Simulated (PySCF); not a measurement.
Simulated outer-valence photoelectron spectrum of silylphosphane, `[SiH3]P`. The calculation used EOM-IP-CCSD/aug-cc-pVDZ in PySCF, restricted Hartree–Fock reference, 10 core orbitals frozen, non-relativistic, gas phase, PBE0-D3(BJ)/def2-SVP geometry.

Each root has a Gaussian of 0.8 eV full width with its one-hole share as area; cross sections and vibrations are left out, and the highest printed point is 100.

(ionisation energy (eV), intensity): (8.8, 1), (9.0, 4), (9.2, 14), (9.4, 33), (9.6, 56), (9.8, 66), (10.0, 56), (10.2, 34), (10.4, 15), (10.6, 7), (10.8, 11), (11.0, 26), (11.2, 49), (11.4, 67), (11.6, 70), (11.8, 66), (12.0, 70), (12.2, 86), (12.4, 99), (12.6, 100), (12.8, 87), (13.0, 66), (13.2, 52), (13.4, 54), (13.6, 65), (13.8, 64), (14.0, 47), (14.2, 24), (14.4, 9), (14.6, 2), (14.8, 0), (15.0, 0), (15.2, 0), (15.4, 0), (15.6, 0), (15.8, 0), (16.0, 0), (16.2, 0), (16.4, 1), (16.6, 6), (16.8, 17), (17.0, 36), (17.2, 54), (17.4, 57), (17.6, 43), (17.8, 23), (18.0, 8), (18.2, 2), (18.4, 0)

Problem. Where are the maxima, and how many lines lie under the curve?

Solution. 5 maxima, at 9.8, 11.5, 12.5, 13.7 and 17.3 eV, from 6 lines. At this width some lines have no maximum of their own.

Problem. List the lines with their holes.

Solution. 
| E (eV) | leading hole (HF orbital) | area | Koopmans (eV) |
| --- | --- | --- | --- |
| 9.80 | HOMO | 0.95 | 10.12 |
| 11.46 | HOMO-1 | 0.95 | 12.02 |
| 12.28 | HOMO-2 | 0.94 | 13.00 |
| 12.78 | HOMO-3 | 0.94 | 13.55 |
| 13.72 | HOMO-4 | 0.94 | 14.48 |
| 17.33 | HOMO-5 | 0.84 | 19.09 |

The widest gap, 3.61 eV, lies between 13.72 and 17.33 eV. Only orbitals with −ε under 21 eV, eight at most, were ionised, so the high end of the curve may lack lines.
